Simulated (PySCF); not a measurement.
Simulated C 1s region for `CC(F)F`, binding energy against the vacuum level.

Every computed line was given a Gaussian of 0.5 eV full width at half maximum and an area set by the number of equivalent atoms; the highest printed point is 100. Level of theory: delta-SCF UKS SCAN, pcX-2 on the ionised atom, pcseg-1 elsewhere, spin-free X2C in PySCF.

binding energy (eV), intensity and a bar:
```
    290.8          0 
    290.9          1 
    291.0          4 #
    291.1         11 ###
    291.2         27 ########
    291.3         52 ###############
    291.4         80 ########################
    291.5         99 ##############################
    291.6         98 #############################
    291.7         78 #######################
    291.8         49 ###############
    291.9         25 ########
    292.0         10 ###
    292.1          3 #
    292.2          1 
    292.3          0 
    292.4          0 
    292.5          0 
    292.6          0 
    292.7          0 
    292.8          0 
    292.9          0 
    293.0          0 
    293.1          0 
    293.2          0 
    293.3          0 
    293.4          0 
    293.5          0 
    293.6          0 
    293.7          0 
    293.8          0 
    293.9          0 
    294.0          0 
    294.1          0 
    294.2          0 
    294.3          0 
    294.4          0 
    294.5          0 
    294.6          0 
    294.7          0 
    294.8          0 
    294.9          0 
    295.0          0 
    295.1          0 
    295.2          1 
    295.3          4 #
    295.4         13 ####
    295.5         30 #########
    295.6         56 #################
    295.7         83 #########################
    295.8        100 ##############################
    295.9         96 #############################
    296.0         74 ######################
    296.1         45 ##############
    296.2         22 #######
    296.3          9 ###
    296.4          3 #
    296.5          1
```

**Question.** Count the maxima, the lines and the sites behind this envelope.

**Answer.** The curve has 2 maxima (at 291.5 and 295.8 eV). Under it lie 2 lines from 2 inequivalent carbon sites.

**Question.** Decompose the envelope and assign each component. Numbering: `[CH3:1][CH:2]([F:3])[F:4]`.

**Answer.** 
```tsv
position (eV)	relative area	line	atoms	environment
291.55	1	C 1s	C1	methyl carbon
295.83	1	C 1s	C2	CHF2 carbon
```

**Question.** Above which line width would these two lines show one maximum?

**Answer.** Two equal Gaussians merge once their distance is under 2σ = FWHM/1.177. With 4.29 eV between them that is a full width over 5.05 eV.

Lowest listed C 1s: C1, bonded to C and 3 H. Highest, 4.28 eV above it: C2, bonded to 2 F, C and H.

The curve has no shake-up lines and no vibrational structure. Geometry: PBE0-D3(BJ)/def2-SVP; no solvent, vibrations or thermal averaging.
